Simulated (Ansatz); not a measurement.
Consider the formal exchange of groups at a C–C bond: `CC1CO1` + `C=CC` → `C=CCC1CO1` + CH₄.

Calculated with Ansatz (gas phase, PBE0-D4/def2-TZVP geometries, no zero-point term in ΔE). CCSD(T)/CBS is the MP2 limit (def2-TZVPP, def2-QZVPP) plus CCSD(T) − MP2 in def2-TZVPP, frozen cores. This one scheme is used for every species. DFT in def2-TZVPP. B3LYP here is the variant with VWN-RPA as its local correlation; programs differ in this. Each species was taken in one conformer, which may not be the lowest.

`CC1CO1`:

```xyz
10

C    -0.939    0.443    0.693
C     0.131    0.382   -0.349
C     1.036   -0.756   -0.469
O    -0.036   -0.580   -1.380
H    -1.233   -0.563    0.999
H    -0.588    0.988    1.573
H    -1.824    0.956    0.309
H     0.495    1.344   -0.710
H     0.927   -1.592    0.220
H     2.030   -0.621   -0.887
```

`C=CC`:

Cartesian coordinates in Å:
```
C 0.347 -0.092 -1.338
C 0.428 -0.334 -0.037
C -0.476 0.240 0.999
H -0.415 0.567 -1.745
H 1.036 -0.541 -2.043
H 1.209 -1.001 0.323
H -0.993 -0.551 1.550
H 0.090 0.817 1.737
H -1.227 0.896 0.555
```

`C=CCC1CO1`:

Z-matrix (Å, degrees):
```
C
C 1 1.495
C 1 1.498 2 114.8
H 1 1.097 2 109.0 3 -122.5
H 1 1.097 2 109.7 3 122.6
C 2 1.326 1 126.2 3 -6.4
H 2 1.088 1 115.1 3 173.7
C 3 1.459 1 121.8 2 92.6
O 3 1.419 1 116.3 2 161.0
H 3 1.090 1 115.6 2 -61.7
H 6 1.084 2 121.0 1 -179.8
H 6 1.084 2 122.2 1 -0.0
H 8 1.088 3 118.9 1 -0.2
H 8 1.087 3 120.1 1 -153.1
```

CH₄:

```xyz
5

C     0.000    0.000    0.000
H    -1.024    0.286    0.238
H    -0.001   -0.961   -0.513
H     0.578   -0.080    0.920
H     0.447    0.756   -0.645
```

```json
{"level": "B2PLYP", "ΔE (kJ/mol)": "-1.5"}
{"level": "PBE", "ΔE (kJ/mol)": "0.4"}
{"level": "B3LYP", "ΔE (kJ/mol)": "2.0"}
{"level": "MP2/def2-TZVPP", "ΔE (kJ/mol)": "-7.4"}
```

(1) What does CCSD(T)/CBS give? (An estimate is asked.)

Largest T1 diagnostic among the species: 0.011.

Answers

(1) The calculation gave: -5.4 kJ/mol. The listed levels differ from it by 3.9, 5.8, 7.4, -2.0 kJ/mol.

The D4 term adds −6.2 kJ/mol with B3LYP and −3.8 kJ/mol with PBE0; it sums over pairs of atoms, weighted by their polarisabilities, and B3LYP, whose exchange is more repulsive, gets the larger term. In def2-TZVPP, CCSD(T) changes the Hartree–Fock value by −8.9 kJ/mol (the triples alone add −1.6 kJ/mol) and MP2 by −10.5 kJ/mol.
